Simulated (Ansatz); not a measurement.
**CHOSi (doublet): the correlation ladder, def2-TZVPP**

The task here is to estimate one member of a computed series from the others.

Computed with Ansatz 0.2.0, Gaussian basis. Level: def2-TZVPP, core rule «outside noble gas», up to 7 orbitals frozen.

To be run: UHF; ROHF; CCSD(T) on UHF.

2 further runs of the same task are left out: 2 set aside as unsound or not needed.

## The system

The geometry is a PBE0/def2-TZVP stationary point (not a proven minimum).

4 atoms, charge 0, spin multiplicity 2.

Atoms are counted from 1 here; the program's logs count them from 0.

Bond lengths: O1–C2 1.331 Å, O1–Si3 1.857 Å, C2–Si3 1.748 Å, C2–H4 1.085 Å. Angles: C2–O1–Si3 64.0°, O1–C2–Si3 72.8°, O1–C2–H4 121.1°, Si3–C2–H4 166.2°, O1–Si3–C2 43.2°.

Set-up of the first run:

The input, in.yaml:

```yaml
crystal:
  periodic: [false, false, false]
  atoms:
    - {symbol: O, position_ang: [0.000000, -0.668907, 0.842254]}
    - {symbol: C, position_ang: [0.000000, 0.660489, 0.770206]}
    - {symbol: Si, position_ang: [0.000000, 0.053019, -0.869044]}
    - {symbol: H, position_ang: [0.000000, 1.270023, 1.668016]}
basis:
  gaussian: {orbitals: def2-TZVPP}
magnetization: {spin_polarized: true, initial_magnetization: 1}
hamiltonian: {xc: hf}
output: {orbitals: {seedname: orbitals}}
```

On the command line:

```console
$ ansatz run in.yaml --threads 1 --pin off --events-out ev --progress --plain --max-ram 4096MiB --backend cpu
```

Steps of the session up to this table: UHF; ROHF; CCSD(T) on UHF.

One of the session's tables, all rows but one given; the rest of the session is left out.

```
  method  from UCCSD(T) (meV)
    ROHF                    ?
     UHF             +14037.5
    UMP2              +1107.8
   UCCSD               +683.8
UCCSD(T)                    0
```

Estimate the missing values for ROHF.

The run gave: from UCCSD(T) (meV): +14197.6. In the column «from UCCSD(T) (meV)» it is the highest.

With the free atoms at the same levels and basis (separate runs), the atomisation energy is 14.519 eV at UCCSD(T), 9.628 eV at ROHF.
